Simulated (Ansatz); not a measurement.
Geometry optimisation, RKS revPBE-D4/def2-SVP (Ansatz 0.2.0).

Input:

```yaml
crystal:
  periodic: [false, false, false]
  atoms:
    - { symbol: Al, position_ang: [-0.141099, 0.0, -1.022325] }
    - { symbol: Cl, position_ang: [1.681514, 0.0, 1.880755] }
    - { symbol: H, position_ang: [2.088522, 0.0, 0.600404] }
    - { symbol: H, position_ang: [-1.681938, 0.0, -0.334634] }
basis:
  gaussian: { orbitals: def2-SVP }
hamiltonian:
  xc: revpbe
  dispersion: d4
relax:
  f_tol: 0.03
  max_steps: 50
output:
  orbitals: {}
```

Command:

```bash
$ ansatz run input.yaml --threads 1 --pin off --max-ram 2048MiB --backend cpu --events-out ev --progress --plain --runs-dir out
```

Task: Where does it end, and by what steps?

Result: The forces met the threshold. The force dipped under the threshold on the way, but the program's further checks kept it going. After 5 steps the energy has fallen by 0.040 eV; H3 moved furthest, 0.26 Å.

```json
{"step": "0", "energy less start (eV)": "0.0000", "largest force component (eV/Å)": "0.843", "accepted": "yes"}
{"step": "1", "energy less start (eV)": "-0.0309", "largest force component (eV/Å)": "0.099", "accepted": "yes"}
{"step": "2", "energy less start (eV)": "-0.0394", "largest force component (eV/Å)": "0.073", "accepted": "yes"}
{"step": "3", "energy less start (eV)": "-0.0400", "largest force component (eV/Å)": "0.031", "accepted": "yes"}
{"step": "4", "energy less start (eV)": "-0.0401", "largest force component (eV/Å)": "0.013", "accepted": "yes"}
{"step": "5", "energy less start (eV)": "-0.0402", "largest force component (eV/Å)": "0.010", "accepted": "yes"}
```

```xyz
4
Properties=species:S:1:pos:R:3
Al 0.032 0.000 -0.902
Cl 1.557 0.000 1.786
H 1.854 0.000 0.478
H -1.496 0.000 -0.237
```

Time of the run: 6.5 s on 1 thread of Arm Neoverse V1, on a shared host, peak memory 0.099 GiB.
